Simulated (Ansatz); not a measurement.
# SiNH (singlet): from Hartree-Fock to the top rungs at distance Si1–N2 = 3.327 Å, 6-31G

How much of the correlation energy of SiNH (singlet) does each wave-function method recover here?

Computed with Ansatz 0.2.0, Gaussian basis. Level: 6-31G, core rule «outside noble gas», up to 6 orbitals frozen.

To be run: UHF; CCSD(T) on RHF; CCSD(T) on UHF; BCCD(T) on RHF; CISD; CCSDT(Q) on RHF; CCSDT(Q) on UHF; CISDTQ; CCSDTQ on RHF; CASSCF and MRCISD+Q, 2 electrons in 2 orbitals; CASSCF and NEVPT2, 2 electrons in 2 orbitals; CASSCF and MRCISD+Q, 10 electrons in 9 orbitals; CASSCF and NEVPT2, 10 electrons in 9 orbitals; Full CI.

19 further runs of the same task are left out: 18 that didn't finish, 1 set aside as unsound or not needed.

**1. What is computed**

The geometry derives from a PBE0/def2-TZVP stationary point (not a proven minimum). One bond is set to the value named and the two fragments are kept rigid.

3 atoms, charge 0, spin multiplicity 1.

Atoms are counted from 1 here; the program's logs count them from 0.

Bond lengths: N2–H3 1.000 Å.

**2. UHF**

Contents of in.yaml:

```yaml
crystal:
  periodic: [false, false, false]
  atoms:
    - {symbol: Si, position_ang: [0.000000, 0.000000, 2.551205]}
    - {symbol: N, position_ang: [0.000000, 0.000000, -0.775795]}
    - {symbol: H, position_ang: [0.000000, 0.000000, -1.775411]}
basis:
  gaussian: {orbitals: 6-31G}
magnetization: {spin_polarized: true, initial_magnetization: 0}
hamiltonian: {xc: hf}
output: {orbitals: {seedname: orbitals}}
```

Command:

```
$ ansatz run in.yaml --threads 1 --pin off --events-out ev --progress --plain --max-ram 2393MiB
```

Further steps of the session: CCSD(T) on RHF; CCSD(T) on UHF; BCCD(T) on RHF; CISD; CCSDT(Q) on RHF; CCSDT(Q) on UHF; CISDTQ; CCSDTQ on RHF; CASSCF and MRCISD+Q, 2 electrons in 2 orbitals; CASSCF and NEVPT2, 2 electrons in 2 orbitals; CASSCF and MRCISD+Q, 10 electrons in 9 orbitals; CASSCF and NEVPT2, 10 electrons in 9 orbitals; Full CI.

Before running them: what should the planned runs give, taken together? Wanted: FCI below the RHF energy; RMP2 from FCI; UMP2 from FCI; RCCSD from FCI; RCCSD(T) from FCI; UCCSD(T) from FCI; RCCSDT(Q) from FCI; UCCSDT(Q) from FCI; NEVPT2 valence from FCI.

**Answer**, as computed:

| quantity | value |
| --- | --- |
| FCI below the RHF energy | -7.0307 eV |
| RMP2 from FCI | -68.25 kcal/mol |
| UMP2 from FCI | +14.53 kcal/mol |
| RCCSD from FCI | -0.81 kcal/mol |
| RCCSD(T) from FCI | -62.66 kcal/mol |
| UCCSD(T) from FCI | +0.58 kcal/mol |
| RCCSDT(Q) from FCI | +60.35 kcal/mol |
| UCCSDT(Q) from FCI | +0.15 kcal/mol |
| NEVPT2 valence from FCI | +10.39 kcal/mol |
| MRCISD+Q valence from FCI | +0.26 kcal/mol |
| levels within 1 kcal/mol (43 meV) | RCCSD, UCCSD(T), UCCSDT, UCCSDT(Q), MRCISD+Q valence |
| T1 diagnostic | 0.079 |
| effectively unpaired electrons | 3.92 |

In words: RCCSD(T) misses by -62.66 kcal/mol, 38.6 % of the correlation energy. CCSD(T) misses by -62.66 kcal/mol on the restricted determinant and by +0.58 kcal/mol on the unrestricted one; the two need not hold the same state or core. RMP2, RCCSD, RCCSD(T), BCCD(T), RCCSDT, RCCSDTQ fall below full CI, which methods that aren't variational can do. The occupations show strong static correlation (3.9 unpaired electrons where one determinant has 0). Of the multireference levels listed MRCISD+Q valence comes nearest in total energy (+0.26 kcal/mol), which doesn't show that its space is the better one. Coupled cluster took another determinant than the lowest Hartree-Fock one. These misses are within one basis, not against nature.
